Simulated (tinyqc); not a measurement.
Inside a calculation (part 1 of 2). Method: UKS/exchange-only LDA in the sto-6g basis, for LiH, spin multiplicity 3. Computed by tinyqc, a small Python program that keeps every step (integrals from PySCF). Settings: charge = 0, multiplicity = 3, basis = sto-6g, energy threshold = 1e-09, iteration cap = 59, orthogonalisation = symmetric, start = core, DIIS depth = 4, method = UKS, functional = Slater exchange alone, grid = [40, 86]. Command: `OMP_NUM_THREADS=1 python tinyqc.py 29290 29291 out.jsonl` (the two numbers bound the seeds that draw the settings). One thread of a shared host (Intel(R) Xeon(R) Processor @ 2.60GHz), about 0.9 s of CPU time with the checks. Later iterations appear only in the table of the cycle.

## One-electron integrals

Geometry (angstrom):
```
atom,x,y,z
Li,0.000000,0.000000,0.000000
H,0.000000,0.000000,1.953000
```

Basis sto-6g: exponents (1/bohr^2) and contraction coefficients of normalised primitives:
```
element,l (shell),exponent,coefficient
Li,s (1),167.175846,0.009164
Li,s (1),30.651508,0.049361
Li,s (1),8.575187,0.168538
Li,s (1),2.945808,0.370563
Li,s (1),1.143944,0.416492
Li,s (1),0.471139,0.130334
Li,s (2),6.597564,-0.013253
Li,s (2),1.305830,-0.046992
Li,s (2),0.405851,-0.033785
Li,s (2),0.156146,0.250242
Li,s (2),0.067814,0.595117
Li,s (2),0.031084,0.240706
Li,p (3),6.597564,0.003760
Li,p (3),1.305830,0.037679
Li,p (3),0.405851,0.173897
Li,p (3),0.156146,0.418036
Li,p (3),0.067814,0.425860
Li,p (3),0.031084,0.101708
H,s (1),35.523221,0.009164
H,s (1),6.513144,0.049361
H,s (1),1.822143,0.168538
H,s (1),0.625955,0.370563
H,s (1),0.243077,0.416492
H,s (1),0.100112,0.130334
```

Overlap, kinetic and nuclear-attraction integrals over the contracted functions; the nuclear repulsion is the sum of Za Zb / Rab.

nuclear repulsion = 0.81286822 hartree

overlap S:
```
,1Li 1s,1Li 2s,1Li 2px,1Li 2py,1Li 2pz,2H 1s
1Li 1s,1.000000,0.235742,0.000000,0.000000,0.000000,0.031780
1Li 2s,0.235742,1.000000,0.000000,0.000000,0.000000,0.312333
1Li 2px,0.000000,0.000000,1.000000,0.000000,0.000000,0.000000
1Li 2py,0.000000,0.000000,0.000000,1.000000,0.000000,0.000000
1Li 2pz,0.000000,0.000000,0.000000,0.000000,1.000000,0.431753
2H 1s,0.031780,0.312333,0.000000,0.000000,0.431753,1.000000
```

kinetic energy T (hartree):
```
,1Li 1s,1Li 2s,1Li 2px,1Li 2py,1Li 2pz,2H 1s
1Li 1s,3.616742,-0.110723,0.000000,0.000000,0.000000,-0.010931
1Li 2s,-0.110723,0.106524,0.000000,0.000000,0.000000,0.022200
1Li 2px,0.000000,0.000000,0.320007,0.000000,0.000000,0.000000
1Li 2py,0.000000,0.000000,0.000000,0.320007,0.000000,0.000000
1Li 2pz,0.000000,0.000000,0.000000,0.000000,0.320007,0.076226
2H 1s,-0.010931,0.022200,0.000000,0.000000,0.076226,0.768522
```

nuclear attraction V (hartree):
```
,1Li 1s,1Li 2s,1Li 2px,1Li 2py,1Li 2pz,2H 1s
1Li 1s,-8.338100,-0.892235,0.000000,0.000000,-0.011422,-0.127324
1Li 2s,-0.892235,-1.454218,0.000000,0.000000,-0.101548,-0.521008
1Li 2px,0.000000,0.000000,-1.427769,0.000000,0.000000,0.000000
1Li 2py,0.000000,0.000000,0.000000,-1.427769,0.000000,0.000000
1Li 2pz,-0.011422,-0.101548,0.000000,0.000000,-1.506959,-0.731022
2H 1s,-0.127324,-0.521008,0.000000,0.000000,-0.731022,-2.051950
```

core Hamiltonian H = T + V (hartree):
```
,1Li 1s,1Li 2s,1Li 2px,1Li 2py,1Li 2pz,2H 1s
1Li 1s,-4.721358,-1.002958,0.000000,0.000000,-0.011422,-0.138255
1Li 2s,-1.002958,-1.347695,0.000000,0.000000,-0.101548,-0.498807
1Li 2px,0.000000,0.000000,-1.107762,0.000000,0.000000,0.000000
1Li 2py,0.000000,0.000000,0.000000,-1.107762,0.000000,0.000000
1Li 2pz,-0.011422,-0.101548,0.000000,0.000000,-1.186951,-0.654796
2H 1s,-0.138255,-0.498807,0.000000,0.000000,-0.654796,-1.283428
```

## Two-electron integrals

Functions are numbered as in S; the eight-fold symmetry (ij|kl) = (ji|kl) = (kl|ij) leaves the list below.

Two-electron integrals (ij|kl) in chemists' order, unique and non-zero (hartree):
```
i,j,k,l,(ij|kl)
1,1,1,1,1.681247
2,1,1,1,0.242603
2,1,2,1,0.044507
2,2,1,1,0.397190
2,2,2,1,0.090279
2,2,2,2,0.290625
3,1,3,1,0.009437
3,2,3,1,0.014261
3,2,3,2,0.064236
3,3,1,1,0.397190
3,3,2,1,0.090279
3,3,2,2,0.290625
3,3,3,3,0.313125
4,1,4,1,0.009437
4,2,4,1,0.014261
4,2,4,2,0.064236
4,3,4,3,0.016875
4,4,1,1,0.397190
4,4,2,1,0.090279
4,4,2,2,0.290625
4,4,3,3,0.279374
4,4,4,4,0.313125
5,1,5,1,0.009437
5,2,5,1,0.014261
5,2,5,2,0.064236
5,3,5,3,0.016875
5,4,5,4,0.016875
5,5,1,1,0.397190
5,5,2,1,0.090279
5,5,2,2,0.290625
5,5,3,3,0.279374
5,5,4,4,0.279374
5,5,5,5,0.313125
6,1,1,1,0.032275
6,1,2,1,0.005820
6,1,2,2,0.012013
6,1,3,3,0.011842
6,1,4,4,0.011842
6,1,5,1,0.000782
6,1,5,2,0.001617
6,1,5,5,0.012357
6,1,6,1,0.000844
6,2,1,1,0.102753
6,2,2,1,0.023802
6,2,2,2,0.084371
6,2,3,3,0.079717
6,2,4,4,0.079717
6,2,5,1,0.003977
6,2,5,2,0.025799
6,2,5,5,0.093679
6,2,6,1,0.003817
6,2,6,2,0.044516
6,3,3,1,0.001713
6,3,3,2,0.008523
6,3,5,3,0.003631
6,3,6,3,0.002666
6,4,4,1,0.001713
6,4,4,2,0.008523
6,4,5,4,0.003631
6,4,6,4,0.002666
6,5,1,1,0.133808
6,5,2,1,0.031249
6,5,2,2,0.114085
6,5,3,3,0.106259
6,5,4,4,0.106259
6,5,5,1,0.006187
6,5,5,2,0.039940
6,5,5,5,0.129737
6,5,6,1,0.005193
6,5,6,2,0.065491
6,5,6,5,0.097270
6,6,1,1,0.270723
6,6,2,1,0.063712
6,6,2,2,0.248589
6,6,3,3,0.227097
6,6,4,4,0.227097
6,6,5,1,0.011200
6,6,5,2,0.092313
6,6,5,5,0.291574
6,6,6,1,0.010639
6,6,6,2,0.169602
6,6,6,5,0.257552
6,6,6,6,0.774999
```

## Orthogonalisation

S = U s U^T; symmetric (Loewdin) form X = U s^(-1/2) U^T, so that X^T S X = 1.

eigenvalues of S: 0.454940  0.807354  1.000000  1.000000  1.175481  1.562225

X:
```
,1Li 1s,1Li 2s,1Li 2px,1Li 2py,1Li 2pz,2H 1s
1Li 1s,1.022314,-0.127101,0.000000,0.000000,-0.006661,0.016387
1Li 2s,-0.127101,1.070440,0.000000,0.000000,0.065849,-0.195943
1Li 2px,0.000000,0.000000,1.000000,0.000000,0.000000,0.000000
1Li 2py,0.000000,0.000000,0.000000,1.000000,0.000000,0.000000
1Li 2pz,-0.006661,0.065849,0.000000,0.000000,1.089020,-0.265834
2H 1s,0.016387,-0.195943,0.000000,0.000000,-0.265834,1.136165
```

## Starting guess

The start is the orbitals of the core Hamiltonian; D(s) = C_occ C_occ^T for each spin.

D(alpha) at the start:
```
,1Li 1s,1Li 2s,1Li 2px,1Li 2py,1Li 2pz,2H 1s
1Li 1s,1.026177,-0.081179,0.000000,0.000000,-0.044810,-0.050858
1Li 2s,-0.081179,0.191221,0.000000,0.000000,0.184105,0.237744
1Li 2px,0.000000,0.000000,0.194719,0.395984,0.000000,0.000000
1Li 2py,0.000000,0.000000,0.395984,0.805281,0.000000,0.000000
1Li 2pz,-0.044810,0.184105,0.000000,0.000000,0.178376,0.230581
2H 1s,-0.050858,0.237744,0.000000,0.000000,0.230581,0.298114
```

D(beta) at the start:
```
,1Li 1s,1Li 2s,1Li 2px,1Li 2py,1Li 2pz,2H 1s
1Li 1s,1.015087,-0.035277,0.000000,0.000000,-0.000334,0.006636
1Li 2s,-0.035277,0.001226,0.000000,0.000000,0.000012,-0.000231
1Li 2px,0.000000,0.000000,0.000000,0.000000,0.000000,0.000000
1Li 2py,0.000000,0.000000,0.000000,0.000000,0.000000,0.000000
1Li 2pz,-0.000334,0.000012,0.000000,0.000000,0.000000,-0.000002
2H 1s,0.006636,-0.000231,0.000000,0.000000,-0.000002,0.000043
```

## Iteration 1: exchange-correlation on the grid

Becke grid with 40 radial and 86 angular points per atom, points of zero weight dropped. rho = sum D_ij phi_i phi_j; V_xc,ij = sum w v_xc phi_i phi_j; v_xc is d(rho eps)/d rho(s) for spin s.

The 12 grid points with the largest w rho, of 6857 (bohr, atomic units):
```
x,y,z,w,rho(alpha),rho(beta),eps_xc,v_xc(alpha)
1.120181,2.775679,0.000000,0.539211,0.008261,9.52e-07,-0.188086,-0.250809
-1.120181,-2.775679,0.000000,0.539211,0.008261,9.52e-07,-0.188086,-0.250809
0.975779,2.417868,0.000000,0.370070,0.011642,4.28e-08,-0.210895,-0.281194
-0.975779,-2.417868,0.000000,0.370070,0.011642,4.28e-08,-0.210895,-0.281194
1.279677,3.170890,0.000000,0.776542,0.005457,1.49e-06,-0.163785,-0.218436
-1.279677,-3.170890,0.000000,0.776542,0.005457,1.49e-06,-0.163785,-0.218436
1.106292,2.551751,1.106292,0.505450,0.008261,9.11e-07,-0.188086,-0.250808
-1.106292,-2.551751,1.106292,0.505450,0.008261,9.11e-07,-0.188086,-0.250808
2.078335,2.078335,0.565904,0.541930,0.007679,9.42e-07,-0.183564,-0.244780
-2.078335,-2.078335,0.565904,0.541930,0.007679,9.42e-07,-0.183564,-0.244780
0.000000,0.000000,2.258774,0.178186,0.023165,0.000018,-0.265079,-0.353682
0.000000,0.000000,2.607342,0.125550,0.032865,2.23e-06,-0.298044,-0.397417
```

electrons on the grid, sum of w rho = 4.000040

E_xc = sum of w rho eps_xc = -1.85474358 hartree

V_xc(alpha) (hartree):
```
,1Li 1s,1Li 2s,1Li 2px,1Li 2py,1Li 2pz,2H 1s
1Li 1s,-0.978122,-0.117789,0.000000,0.000000,-0.003710,-0.016796
1Li 2s,-0.117789,-0.196735,0.000000,0.000000,-0.038525,-0.087733
1Li 2px,0.000000,0.000000,-0.178670,-0.021722,0.000000,0.000000
1Li 2py,0.000000,0.000000,-0.021722,-0.212384,0.000000,0.000000
1Li 2pz,-0.003710,-0.038525,0.000000,0.000000,-0.199154,-0.126689
2H 1s,-0.016796,-0.087733,0.000000,0.000000,-0.126689,-0.363963
```

V_xc(beta) (hartree):
```
,1Li 1s,1Li 2s,1Li 2px,1Li 2py,1Li 2pz,2H 1s
1Li 1s,-0.963836,-0.101824,0.000000,0.000000,-0.000017,-0.013702
1Li 2s,-0.101824,-0.052200,0.000000,0.000000,0.000232,-0.008220
1Li 2px,0.000000,0.000000,-0.052301,0.000000,0.000000,0.000000
1Li 2py,0.000000,0.000000,0.000000,-0.052301,0.000000,0.000000
1Li 2pz,-0.000017,0.000232,0.000000,0.000000,-0.051994,-0.008198
2H 1s,-0.013702,-0.008220,0.000000,0.000000,-0.008198,-0.011422
```

## Iteration 1: building the Kohn-Sham matrix

J_ij = sum D_kl (ij|kl) with D = D(alpha) + D(beta); F = H + J + V_xc; E = tr D H + tr D J / 2 + E_xc + E_nn.

Coulomb J (hartree):
```
,1Li 1s,1Li 2s,1Li 2px,1Li 2py,1Li 2pz,2H 1s
1Li 1s,4.108223,0.652806,0.000000,0.000000,0.012412,0.088714
1Li 2s,0.652806,1.353883,0.000000,0.000000,0.080421,0.427587
1Li 2px,0.000000,0.000000,1.334986,0.013365,0.000000,0.000000
1Li 2py,0.000000,0.000000,0.013365,1.355593,0.000000,0.000000
1Li 2pz,0.012412,0.080421,0.000000,0.000000,1.371073,0.583663
2H 1s,0.088714,0.427587,0.000000,0.000000,0.583663,1.327175
```

F(alpha) (hartree):
```
,1Li 1s,1Li 2s,1Li 2px,1Li 2py,1Li 2pz,2H 1s
1Li 1s,-1.591257,-0.467942,0.000000,0.000000,-0.002720,-0.066338
1Li 2s,-0.467942,-0.190547,0.000000,0.000000,-0.059653,-0.158954
1Li 2px,0.000000,0.000000,0.048555,-0.008358,0.000000,0.000000
1Li 2py,0.000000,0.000000,-0.008358,0.035447,0.000000,0.000000
1Li 2pz,-0.002720,-0.059653,0.000000,0.000000,-0.015032,-0.197823
2H 1s,-0.066338,-0.158954,0.000000,0.000000,-0.197823,-0.320216
```

F(beta) (hartree):
```
,1Li 1s,1Li 2s,1Li 2px,1Li 2py,1Li 2pz,2H 1s
1Li 1s,-1.576971,-0.451977,0.000000,0.000000,0.000973,-0.063243
1Li 2s,-0.451977,-0.046011,0.000000,0.000000,-0.020895,-0.079441
1Li 2px,0.000000,0.000000,0.174923,0.013365,0.000000,0.000000
1Li 2py,0.000000,0.000000,0.013365,0.195530,0.000000,0.000000
1Li 2pz,0.000973,-0.020895,0.000000,0.000000,0.132128,-0.079332
2H 1s,-0.063243,-0.079441,0.000000,0.000000,-0.079332,0.032325
```

total energy of this density = -7.47545198 hartree

## Iteration 1: diagonalisation and new density

Diagonalise F' = X^T F X, C = X C', fill 3 alpha and 1 beta electrons from the bottom; D(s) = C_occ C_occ^T. Each column has its largest component positive (the first on a tie).

F' = X^T F X (alpha) (hartree):
```
,1,2,3,4,5,6
1,-1.546205,-0.278969,0.000000,0.000000,-0.004096,0.004718
2,-0.278969,-0.068955,0.000000,0.000000,-0.004073,-0.102116
3,0.000000,0.000000,0.048555,-0.008358,0.000000,0.000000
4,0.000000,0.000000,-0.008358,0.035447,0.000000,0.000000
5,-0.004096,-0.004073,0.000000,0.000000,0.070410,-0.161824
6,0.004718,-0.102116,0.000000,0.000000,-0.161824,-0.237548
```

orbital energies (alpha) (hartree): MO1 -1.597294, MO2 -0.335132, MO3 0.001082, MO4 0.031380, MO5 0.052622, MO6 0.149048

coefficients C (alpha):
```
,MO1,MO2,MO3,MO4,MO5,MO6
1Li 1s,0.982742,-0.087376,-0.284015,0.000000,0.000000,-0.086679
1Li 2s,0.066114,0.158032,1.006815,0.000000,0.000000,0.402127
1Li 2px,0.000000,0.000000,0.000000,0.437575,0.899182,0.000000
1Li 2py,0.000000,0.000000,0.000000,0.899182,-0.437575,0.000000
1Li 2pz,0.006733,0.171249,-0.264038,0.000000,0.000000,1.077926
2H 1s,-0.008205,0.858817,-0.277533,0.000000,0.000000,-0.765207
```

F' = X^T F X (beta) (hartree):
```
,1,2,3,4,5,6
1,-1.533225,-0.281276,0.000000,0.000000,-0.003932,0.002951
2,-0.281276,0.075864,0.000000,0.000000,0.028730,-0.109907
3,0.000000,0.000000,0.174923,0.013365,0.000000,0.000000
4,0.000000,0.000000,0.013365,0.195530,0.000000,0.000000
5,-0.003932,0.028730,0.000000,0.000000,0.204589,-0.156573
6,0.002951,-0.109907,0.000000,0.000000,-0.156573,0.130529
```

orbital energies (beta) (hartree): MO1 -1.581117, MO2 -0.028382, MO3 0.122997, MO4 0.168352, MO5 0.202102, MO6 0.364259

coefficients C (beta):
```
,MO1,MO2,MO3,MO4,MO5,MO6
1Li 1s,0.986555,-0.133914,-0.237339,0.000000,0.000000,0.118489
1Li 2s,0.052705,0.374651,0.862106,0.000000,0.000000,-0.564233
1Li 2px,0.000000,0.000000,0.000000,0.897375,0.441269,0.000000
1Li 2py,0.000000,0.000000,0.000000,-0.441269,0.897375,0.000000
1Li 2pz,0.002362,0.323532,-0.527636,0.000000,0.000000,-0.936981
2H 1s,-0.006474,0.655527,-0.174144,0.000000,0.000000,0.969597
```

D(alpha) after iteration 1:
```
,1Li 1s,1Li 2s,1Li 2px,1Li 2py,1Li 2pz,2H 1s
1Li 1s,1.054081,-0.234786,0.000000,0.000000,0.066644,-0.004280
1Li 2s,-0.234786,1.043021,0.000000,0.000000,-0.238330,-0.144246
1Li 2px,0.000000,0.000000,0.000000,0.000000,0.000000,0.000000
1Li 2py,0.000000,0.000000,0.000000,0.000000,0.000000,0.000000
1Li 2pz,0.066644,-0.238330,0.000000,0.000000,0.099088,0.220296
2H 1s,-0.004280,-0.144246,0.000000,0.000000,0.220296,0.814659
```

D(beta) after iteration 1:
```
,1Li 1s,1Li 2s,1Li 2px,1Li 2py,1Li 2pz,2H 1s
1Li 1s,0.973292,0.051996,0.000000,0.000000,0.002331,-0.006387
1Li 2s,0.051996,0.002778,0.000000,0.000000,0.000125,-0.000341
1Li 2px,0.000000,0.000000,0.000000,0.000000,0.000000,0.000000
1Li 2py,0.000000,0.000000,0.000000,0.000000,0.000000,0.000000
1Li 2pz,0.002331,0.000125,0.000000,0.000000,0.000006,-0.000015
2H 1s,-0.006387,-0.000341,0.000000,0.000000,-0.000015,0.000042
```

## Iteration 2: exchange-correlation on the grid

As before.

The 12 grid points with the largest w rho, of 6857 (bohr, atomic units):
```
x,y,z,w,rho(alpha),rho(beta),eps_xc,v_xc(alpha)
0.000000,0.000000,2.607342,0.125550,0.041372,0.000019,-0.321696,-0.429111
0.000000,0.000000,2.258774,0.178186,0.020896,0.000076,-0.255515,-0.341736
0.307302,0.307302,0.307302,0.005157,0.362541,0.348174,-0.659158,-0.884680
-0.307302,0.307302,0.307302,0.005157,0.362541,0.348174,-0.659158,-0.884680
0.307302,-0.307302,0.307302,0.005157,0.362541,0.348174,-0.659158,-0.884680
-0.307302,-0.307302,0.307302,0.005157,0.362541,0.348174,-0.659158,-0.884680
0.100631,0.369578,0.369578,0.005128,0.363453,0.348202,-0.659456,-0.885421
-0.100631,0.369578,0.369578,0.005128,0.363453,0.348202,-0.659456,-0.885421
0.369578,0.100631,0.369578,0.005128,0.363453,0.348202,-0.659456,-0.885421
0.369578,-0.100631,0.369578,0.005128,0.363453,0.348202,-0.659456,-0.885421
-0.369578,0.100631,0.369578,0.005128,0.363453,0.348202,-0.659456,-0.885421
-0.369578,-0.100631,0.369578,0.005128,0.363453,0.348202,-0.659456,-0.885421
```

electrons on the grid, sum of w rho = 4.000116

E_xc = sum of w rho eps_xc = -1.89337524 hartree

V_xc(alpha) (hartree):
```
,1Li 1s,1Li 2s,1Li 2px,1Li 2py,1Li 2pz,2H 1s
1Li 1s,-0.975752,-0.114785,0.000000,0.000000,0.001765,-0.015914
1Li 2s,-0.114785,-0.194785,0.000000,0.000000,-0.000264,-0.089878
1Li 2px,0.000000,0.000000,-0.183705,0.000000,0.000000,0.000000
1Li 2py,0.000000,0.000000,0.000000,-0.183705,0.000000,0.000000
1Li 2pz,0.001765,-0.000264,0.000000,0.000000,-0.216947,-0.133051
2H 1s,-0.015914,-0.089878,0.000000,0.000000,-0.133051,-0.431532
```

V_xc(beta) (hartree):
```
,1Li 1s,1Li 2s,1Li 2px,1Li 2py,1Li 2pz,2H 1s
1Li 1s,-0.956265,-0.103342,0.000000,0.000000,-0.000050,-0.013922
1Li 2s,-0.103342,-0.066198,0.000000,0.000000,0.000112,-0.011408
1Li 2px,0.000000,0.000000,-0.066462,0.000000,0.000000,0.000000
1Li 2py,0.000000,0.000000,0.000000,-0.066462,0.000000,0.000000
1Li 2pz,-0.000050,0.000112,0.000000,0.000000,-0.065672,-0.012155
2H 1s,-0.013922,-0.011408,0.000000,0.000000,-0.012155,-0.013855
```

## Iteration 2: building the Kohn-Sham matrix

As before.

Coulomb J (hartree):
```
,1Li 1s,1Li 2s,1Li 2px,1Li 2py,1Li 2pz,2H 1s
1Li 1s,4.023669,0.637601,0.000000,0.000000,0.005191,0.086265
1Li 2s,0.637601,1.333115,0.000000,0.000000,0.056673,0.439467
1Li 2px,0.000000,0.000000,1.312392,0.000000,0.000000,0.000000
1Li 2py,0.000000,0.000000,0.000000,1.312392,0.000000,0.000000
1Li 2pz,0.005191,0.056673,0.000000,0.000000,1.374562,0.607479
2H 1s,0.086265,0.439467,0.000000,0.000000,0.607479,1.467587
```

F(alpha) (hartree):
```
,1Li 1s,1Li 2s,1Li 2px,1Li 2py,1Li 2pz,2H 1s
1Li 1s,-1.673441,-0.480142,0.000000,0.000000,-0.004466,-0.067905
1Li 2s,-0.480142,-0.209365,0.000000,0.000000,-0.045140,-0.149218
1Li 2px,0.000000,0.000000,0.020925,0.000000,0.000000,0.000000
1Li 2py,0.000000,0.000000,0.000000,0.020925,0.000000,0.000000
1Li 2pz,-0.004466,-0.045140,0.000000,0.000000,-0.029336,-0.180368
2H 1s,-0.067905,-0.149218,0.000000,0.000000,-0.180368,-0.247373
```

F(beta) (hartree):
```
,1Li 1s,1Li 2s,1Li 2px,1Li 2py,1Li 2pz,2H 1s
1Li 1s,-1.653953,-0.468699,0.000000,0.000000,-0.006281,-0.065912
1Li 2s,-0.468699,-0.080778,0.000000,0.000000,-0.044763,-0.070748
1Li 2px,0.000000,0.000000,0.138168,0.000000,0.000000,0.000000
1Li 2py,0.000000,0.000000,0.000000,0.138168,0.000000,0.000000
1Li 2pz,-0.006281,-0.044763,0.000000,0.000000,0.121939,-0.059472
2H 1s,-0.065912,-0.070748,0.000000,0.000000,-0.059472,0.170303
```

total energy of this density = -7.57151063 hartree

## Iteration 2: DIIS over 2 matrices

error matrix X^T (FDS - SDF) X (alpha):
```
,1,2,3,4,5,6
1,0.000000,-0.000510,0.000000,0.000000,-0.000163,0.001760
2,0.000510,0.000000,0.000000,0.000000,-0.009515,-0.004740
3,0.000000,0.000000,0.000000,0.000000,0.000000,0.000000
4,0.000000,0.000000,0.000000,0.000000,0.000000,0.000000
5,0.000163,0.009515,0.000000,0.000000,0.000000,-0.034348
6,-0.001760,0.004740,0.000000,0.000000,0.034348,0.000000
```

B (overlaps of the stored error matrices):
```
,1,2
1,1.1000187e-01,-8.9387319e-03
2,-8.9387319e-03,2.7870915e-03
```

Minimise |sum c_i e_i|^2 with sum c_i = 1: solve [B -1; -1 0][c; lambda] = [0; -1] with B_ij = tr e_i^T e_j summed over both spins, and take F = sum c_i F_i.

DIIS coefficients: 0.089739  0.910261

extrapolated F(alpha) (hartree):
```
,1Li 1s,1Li 2s,1Li 2px,1Li 2py,1Li 2pz,2H 1s
1Li 1s,-1.666066,-0.479047,0.000000,0.000000,-0.004309,-0.067764
1Li 2s,-0.479047,-0.207677,0.000000,0.000000,-0.046442,-0.150092
1Li 2px,0.000000,0.000000,0.023405,-0.000750,0.000000,0.000000
1Li 2py,0.000000,0.000000,-0.000750,0.022229,0.000000,0.000000
1Li 2pz,-0.004309,-0.046442,0.000000,0.000000,-0.028052,-0.181935
2H 1s,-0.067764,-0.150092,0.000000,0.000000,-0.181935,-0.253910
```

extrapolated F(beta) (hartree):
```
,1Li 1s,1Li 2s,1Li 2px,1Li 2py,1Li 2pz,2H 1s
1Li 1s,-1.647045,-0.467198,0.000000,0.000000,-0.005630,-0.065672
1Li 2s,-0.467198,-0.077658,0.000000,0.000000,-0.042622,-0.071528
1Li 2px,0.000000,0.000000,0.141466,0.001199,0.000000,0.000000
1Li 2py,0.000000,0.000000,0.001199,0.143316,0.000000,0.000000
1Li 2pz,-0.005630,-0.042622,0.000000,0.000000,0.122853,-0.061254
2H 1s,-0.065672,-0.071528,0.000000,0.000000,-0.061254,0.157921
```
